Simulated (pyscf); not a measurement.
## Substitution at C: `[CH3][Ga]([F])[F]` + `[H]` [doublet] → `[CH4]` + `[F][Ga][F]` [doublet]

Gas phase, doublet surface, charge 0. Bonds broken: C1–Ga2. Bonds formed: C1–H8. Single points on ωB97X-D3(BJ)/def2-SVP structures (PySCF, gas phase).

Transition state (Å):

```xyz
8

C     -0.3345     0.2813    -0.6344
Ga    -1.8423    -0.5070     0.6661
F     -1.8616    -2.1374     1.3294
F     -3.2138     0.4599     1.1971
H      0.4804     0.2325     0.0941
H     -0.8366     1.2372    -0.8097
H     -0.4004    -0.5082    -1.3885
H      0.7468     0.8689    -1.5694
```

One imaginary mode, 1500i cm⁻¹; descent along it reached the two sides named.

| bond | change | reactant side (Å) | saddle | product side |
|---|---|---|---|---|
| C1–Ga2 | breaks | 1.934 | 2.141 | 2.9 |
| C1–H8 | forms | 3.9 | 1.546 | 1.100 |

Electronic energies relative to the separated reactants (kcal/mol):

```
level                   barrier  reaction energy  reverse barrier
----------------------  -------  ---------------  ---------------
ωB97X-D3(BJ)/def2-TZVP     20.3            -27.8             48.1
PBE/def2-TZVP               9.7            -32.0             41.7
r²SCAN/def2-TZVP           10.9            -32.1             43.0
B3LYP-D3(BJ)/def2-TZVP     11.9            -34.2             46.2
PBE0-D3(BJ)/def2-TZVP      14.5            -29.8             44.3
M06-2X/def2-TZVP           17.9            -30.6             48.5
ωB97M-D3(BJ)/def2-TZVP     18.4            -31.6             50.0
HF/def2-TZVP               32.9            -29.6             62.5
```

With ωB97M-D3(BJ)/def2-TZVP energies and thermal terms (ideal gas, 1 atm, RRHO with modes under 100 cm⁻¹ raised to 100, one conformer, R ln 2 for rigid chiral ones), in kcal/mol:

```tsv
T (K)	ΔH‡	ΔG‡	ΔH	ΔG
298	19.1	25.7	-27.2	-28.9
600	18.5	32.6	-28.9	-29.9
900	18.0	39.8	-30.6	-30.0
1200	17.6	47.1	-32.1	-29.6
```

Abstraction by the radical was not located in this set and often lies lower. This is the saddle that the search found; another between the same sides may lie lower. The angle at the attacked C is 179°. Elements up to Kr have no core potential and no relativistic terms here.
